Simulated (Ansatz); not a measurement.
Input and output for C2H4OS, SMILES `SC1CO1`.

```yaml
crystal:
  periodic: [false, false, false]
  atoms:
    - {symbol: S, position_ang: [-1.681301, 0.532426, -0.788085]}
    - {symbol: C, position_ang: [0.023174, 0.602563, -0.280726]}
    - {symbol: C, position_ang: [0.766006, -0.514343, 0.283575]}
    - {symbol: O, position_ang: [0.345501, 0.583370, 1.089116]}
    - {symbol: H, position_ang: [-1.999585, -0.563886, -0.081369]}
    - {symbol: H, position_ang: [0.551979, 1.348723, -0.870388]}
    - {symbol: H, position_ang: [1.838734, -0.593802, 0.124585]}
    - {symbol: H, position_ang: [0.247692, -1.452253, 0.467491]}
basis:
  gaussian: {orbitals: cc-pVDZ}
hamiltonian: {xc: {name: B97}}
output: {forces: true}
```

```sh
$ ansatz run in.yaml --threads 2 --pin off --events-out ev --progress --plain --max-ram 4352MiB
```

Output, abridged:

```
Functional definition: B97
757 factors; integrals over basis functions are off by at most 9.6e-4 eV
mean field evaluation 1: about -15014.4621 eV, gradient 3.5e1 eV
mean field evaluation 2: about -15012.6010 eV, gradient 4.7e1 eV
mean field evaluation 4: about -15017.2815 eV, gradient 2.8e0 eV
mean field evaluation 8: about -15017.4857 eV, gradient 2.7e-1 eV
mean field evaluation 16: about -15017.4859 eV, gradient 4.8e-5 eV
mean field -15017.48591308 eV, -551.8824280881 hartree, gradient 4.8e-5 eV, S^2 0.000000; 0 other end points of the search recorded, 0 dependent functions left out
reference -15017.48593041 eV, -551.8824287249 hartree; 20, 20 occupied and 60, 60 virtual orbitals, 757 factors
Total energy: -15017.48593041 eV, -551.8824287249 hartree
Atom 0 at    -1.681301     0.532426    -0.788085 Å, force    -0.631851     0.315728    -0.471613 eV/Å
Atom 1 at     0.023174     0.602563    -0.280726 Å, force     0.115899     0.257862    -0.204098 eV/Å
Atom 2 at     0.766006    -0.514343     0.283575 Å, force     0.272269    -0.422102     0.039635 eV/Å
Atom 3 at     0.345501     0.583370     1.089116 Å, force    -0.037578     0.336467     0.678047 eV/Å
Atom 4 at    -1.999585    -0.563886    -0.081369 Å, force    -0.127197    -0.326131     0.225947 eV/Å
Atom 5 at     0.551979     1.348723    -0.870388 Å, force     0.168191     0.276235    -0.238861 eV/Å
Atom 6 at     1.838734    -0.593802     0.124585 Å, force     0.399456    -0.062944    -0.076032 eV/Å
Atom 7 at     0.247692    -1.452253     0.467491 Å, force    -0.159188    -0.375113     0.046975 eV/Å
Dipole moment:     0.184864    -0.304713    -0.162667 e Å
```

It took 3.7 s on 2 threads of an Arm Neoverse V1 on a shared host, with 0.39 GiB of host memory at the peak.
